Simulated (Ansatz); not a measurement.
A made-up structure of SiH₄SO, closed shell:

```
7
angstrom
O -1.5459 -1.2011 -0.3319
S -0.0416 -1.3725 0.3883
Si 0.7798 0.5560 -0.0451
H 1.6614 -0.5465 0.1090
H 0.8520 0.7978 -1.5072
H -0.0295 1.6300 0.5881
H 2.1406 0.5082 0.5495
```

It is relaxed with PBE-D4/def2-SVP and then PBE0-D4/def2-TZVP (Ansatz 0.2.0). Atoms count as bonded within 1.22 times the sum of their covalent radii (H–H: 0.88 Å). The end point is not checked to be a true minimum.

Problem. Does its bonding change? (Judge from chemistry; the calculation decides.)

Solution. Computed: Yes. Formed: S2–H4; broken: Si3–H4.

Where it ends: The first stage lowers the energy by 3.02 eV in 11 steps. It ends as SiH₄SO ([O][SH][SiH3]):
O1  (-1.184, -1.357, -0.353)
S2  (0.049, -1.176, 0.467)
Si3  (0.843, 0.850, 0.018)
H4  (1.130, -1.714, -0.210)
H5  (0.908, 1.018, -1.452)
H6  (-0.113, 1.802, 0.630)
H7  (2.184, 0.950, 0.651)
(Å)

Labels in which every atom is bracketed show which atoms are joined, not bond orders.

For scale, one of the runs: PBE0-D4/def2-TZVP relaxation, 129 basis functions, launched by `ansatz run in.yaml --threads 2 --pin off --events-out ev --progress --plain --max-ram 4352MiB`. The run took about 34 s on 2 CPU threads of an Arm Neoverse N1 (shared host).
